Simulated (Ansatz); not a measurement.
**How methods differ on AlH3F− (SMILES [H][Al-]([H])([H])[F])**

The species is AlH3F− (5 atoms), meant as a singlet with charge -1. As SMILES, `[H][Al-]([H])([H])[F]`. The shape comes from GFN2-xTB, which is rough for such elements, and wasn't checked as a minimum.

| atom | x (Å) | y (Å) | z (Å) |
| --- | --- | --- | --- |
| Al | -0.0006 | 0.0002 | -0.0375 |
| F | 0.0114 | -0.0193 | 1.6579 |
| H | 1.5299 | 0.0115 | -0.5503 |
| H | -0.7746 | 1.3326 | -0.5198 |
| H | -0.7662 | -1.3250 | -0.5502 |

Each level gives the energy change with the Al1–H3 bond stretched from 1.614 to 2.421 Å (eV). The values are calculated.

```
                      level                   kind  program  value (eV)
  SVWN5/STO-3G (restricted)                    LDA   Ansatz        2.67
   BLYP/STO-3G (restricted)                    GGA   Ansatz           ?
    PBE/STO-3G (restricted)                    GGA   Ansatz           ?
 revPBE/STO-3G (restricted)                    GGA   Ansatz        2.47
  B3LYP/STO-3G (restricted)          global hybrid   Ansatz        2.77
   PBE0/STO-3G (restricted)          global hybrid   Ansatz        2.91
BCCD(T)/STO-3G (restricted)  coupled cluster or CI   Ansatz        3.13
   CCSD/STO-3G (restricted)  coupled cluster or CI   Ansatz        3.16
                 FCI/STO-3G     exact in the basis   Ansatz        3.13
```

(1) Estimate the missing values from the other rows.

## Answers

(1) As computed at these levels: BLYP/STO-3G (restricted): 2.45 eV; PBE/STO-3G (restricted): 2.53 eV. Sets without diffuse functions describe the anion poorly. The first shape isn't each level's own minimum. The values span 2.45 to 3.16 eV. All rows use very small basis sets, so even the best lies far from the true value.
